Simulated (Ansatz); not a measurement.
# BH (triplet): from Hartree-Fock to the top rungs at distance B1–H2 = 1.061 Å, cc-pVQZ

One table from this session's results is given with a row withheld; the runs are named, their logs left out.

Computed with Ansatz 0.2.0, Gaussian basis. Level: cc-pVQZ, core rule «outside noble gas», up to 1 orbitals frozen.

To be run: UHF; CCSD(T) on ROHF; CCSD(T) on UHF; BCCD(T) on ROHF; CCSDT(Q) on ROHF; CCSDT(Q) on UHF; CASSCF and NEVPT2, 4 electrons in 5 orbitals; Full CI.

17 further runs of the same task are left out: 10 that didn't finish, 7 set aside as unsound or not needed.

### The geometry

The geometry derives from a PBE0/def2-TZVP stationary point (not a proven minimum). One bond is set to the value named and the two fragments are kept rigid.

2 atoms, charge 0, spin multiplicity 3.

Atoms are counted from 1 here; the program's logs count them from 0.

Bond lengths: B1–H2 1.061 Å.

Coordinates:

```xyz
2
charge 0, multiplicity 3
B     0.00000    0.00000    0.00000
H     0.00000    0.00000    1.06100
```

The first run:

in.yaml reads:

```yaml
crystal:
  periodic: [false, false, false]
  atoms:
    - {symbol: B, position_ang: [0.000000, 0.000000, 0.000000]}
    - {symbol: H, position_ang: [0.000000, 0.000000, 1.061000]}
basis:
  gaussian: {orbitals: cc-pVQZ}
magnetization: {spin_polarized: true, initial_magnetization: 2}
hamiltonian: {xc: hf}
output: {orbitals: {seedname: orbitals}}
```

Command:

```console
$ ansatz run in.yaml --threads 1 --pin off --events-out ev --progress --plain --max-ram 2393MiB
```

Steps of the session up to this table: UHF; CCSD(T) on ROHF; CCSD(T) on UHF; BCCD(T) on ROHF; CCSDT(Q) on ROHF; CCSDT(Q) on UHF; CASSCF and NEVPT2, 4 electrons in 5 orbitals; Full CI.

One of the session's tables, all rows but one given; the rest of the session is left out.

| method | from FCI (meV) |
| --- | --- |
| ROHF | +1867.9 |
| UHF | +1835.8 |
| RMP2 | +383.9 |
| UMP2 | +381.9 |
| RCCSD | +47.3 |
| UCCSD | +46.2 |
| RCCSD(T) | +9.5 |
| UCCSD(T) | +8.8 |
| BCCD(T) | +9.4 |
| RCCSDT | +0.2 |
| UCCSDT | -0.6 |
| RCCSDT(Q) | ? |
| UCCSDT(Q) | -0.9 |
| CASSCF valence | +1288.5 |
| NEVPT2 valence | +369.0 |
| FCI | 0 |

Estimate the missing values for RCCSDT(Q).

As computed: from FCI (meV): -0.2. In the column «from FCI (meV)» it lies between UCCSDT (-0.6) and FCI (0).

To keep in mind: Levels on UHF freeze UHF's core orbitals, full CI those of ROHF, so the U rows can settle a little off it for that reason alone. Restricted and unrestricted rows rest on different reference determinants; where their highest levels disagree by more than a few hundredths of an eV, they describe different states and don't form one ladder.
